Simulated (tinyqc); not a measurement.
RKS/PBE0 in the sto-3g basis, for HF, spin multiplicity 1, step by step (part 2 of 2). Computed by tinyqc, a small Python program that keeps every step (integrals from PySCF). Command: `OMP_NUM_THREADS=1 python tinyqc.py 22447 22448 out.jsonl` (the two numbers bound the seeds that draw the settings). One thread of a shared host (Intel(R) Xeon(R) Processor @ 2.60GHz), about 0.6 s of CPU time with the checks.

Geometry (angstrom):
```
atom        x        y        z
F     0.00000  0.00000  0.00000
H     0.00000  0.00000  0.92100
```

## Convergence

Stop when the energy changes by less than 1e-09 hartree and every element of the error matrix X^T (F D S - S D F) X is below 9e-06.

Course of the cycle:
```
iteration  E (hartree)     change  largest element of the error matrix
1          -97.8745642          -                             7.49e-01
2          -98.5666231  -6.92e-01                             4.72e-01
3          -98.6661680  -9.95e-02                             4.11e-02
4          -98.6668932  -7.25e-04                             1.60e-03
5          -98.6668945  -1.28e-06                             1.29e-05
6          -98.6668945  -7.42e-11                             2.00e-06
```

PySCF RKS in the same basis, fine grid = -98.8483320 hartree

Converged in 6 iterations. The coarse grid moves the energy by +1.81e-01 hartree.

## Populations, bond orders and dipole

D after iteration 6:
```
           1F 1s     1F 2s   1F 2px   1F 2py    1F 2pz     2H 1s
1F 1s    2.11689  -0.49526  0.00000  0.00000   0.07703  -0.00200
1F 2s   -0.49526   2.14714  0.00000  0.00000  -0.43709  -0.17759
1F 2px   0.00000   0.00000  2.00000  0.00000   0.00000   0.00000
1F 2py   0.00000   0.00000  0.00000  2.00000   0.00000   0.00000
1F 2pz   0.07703  -0.43709  0.00000  0.00000   0.97563   0.76860
2H 1s   -0.00200  -0.17759  0.00000  0.00000   0.76860   0.62001
```

overlap S:
```
          1F 1s    1F 2s   1F 2px   1F 2py   1F 2pz    2H 1s
1F 1s   1.00000  0.23799  0.00000  0.00000  0.00000  0.04901
1F 2s   0.23799  1.00000  0.00000  0.00000  0.00000  0.44619
1F 2px  0.00000  0.00000  1.00000  0.00000  0.00000  0.00000
1F 2py  0.00000  0.00000  0.00000  1.00000  0.00000  0.00000
1F 2pz  0.00000  0.00000  0.00000  0.00000  1.00000  0.34786
2H 1s   0.04901  0.44619  0.00000  0.00000  0.34786  1.00000
```

Mulliken: Z minus the diagonal of D S on the atom; Loewdin: the same with S^(1/2) D S^(1/2); Mayer order: 2 sum_s sum (D(s) S)_ij (D(s) S)_ji over the two atoms.

Charges (e):
```
atom  Mulliken   Loewdin
1F    -0.19196  -0.13590
2H     0.19196   0.13590
```

Mayer bond orders:
```
pair    order
2-1   0.96315
```

dipole moment about the origin, x y z (debye): 0.00000  0.00000  1.18309
